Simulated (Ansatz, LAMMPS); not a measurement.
# hcp Ti: properties by level of theory

Reference values: lattice constant a 2.950 Å (measured, 293 K, no zero-point or thermal correction; as tabulated in Wikipedia's data pages); lattice parameter c 4.683 Å (measured, 293 K, no zero-point or thermal correction; as tabulated in Wikipedia's data pages).

```json
[
 {"level (code)": "COMB comb3 (LAMMPS)", "lattice constant a (Å)": "2.929", "lattice parameter c (Å)": "4.776"},
 {"level (code)": "PBE-D3(BJ) (Ansatz)", "lattice constant a (Å)": "2.887", "lattice parameter c (Å)": "4.577"},
 {"level (code)": "PBE-D4 (Ansatz)", "lattice constant a (Å)": "2.923", "lattice parameter c (Å)": "4.629"},
 {"level (code)": "rVV10 (Ansatz)", "lattice constant a (Å)": "2.939", "lattice parameter c (Å)": "4.659"},
 {"level (code)": "B3LYP (VWN-RPA form) (Ansatz)", "lattice constant a (Å)": "2.937", "lattice parameter c (Å)": "4.668"}
]
```

Differences from the reference values (errors of the level alone only where the reference is corrected to a static lattice):

```csv
level,lattice constant a (%),lattice parameter c (%)
COMB comb3,-0.71,+1.99
PBE-D3(BJ),-2.14,-2.26
PBE-D4,-0.92,-1.15
rVV10,-0.37,-0.51
B3LYP (VWN-RPA form),-0.44,-0.32
```

Nearest: lattice constant a, not ranked (reference at room or unstated temperature); lattice parameter c, not ranked (reference at room or unstated temperature).

Empirical potentials (COMB comb3) are fitted to chosen data: where that held the value shown, agreement is built in, and what lay outside the fit can be far off.

Ansatz's density-functional and Hartree–Fock values are scalar-relativistic unless marked +SOC, with PAW data made under PBE.

The crystal itself was run without spin with PBE-D3(BJ), PBE-D4, rVV10, B3LYP (VWN-RPA form); a magnetic state was not tried in these runs.

Differences are worked out from the printed values.

Ansatz is a first-principles code.
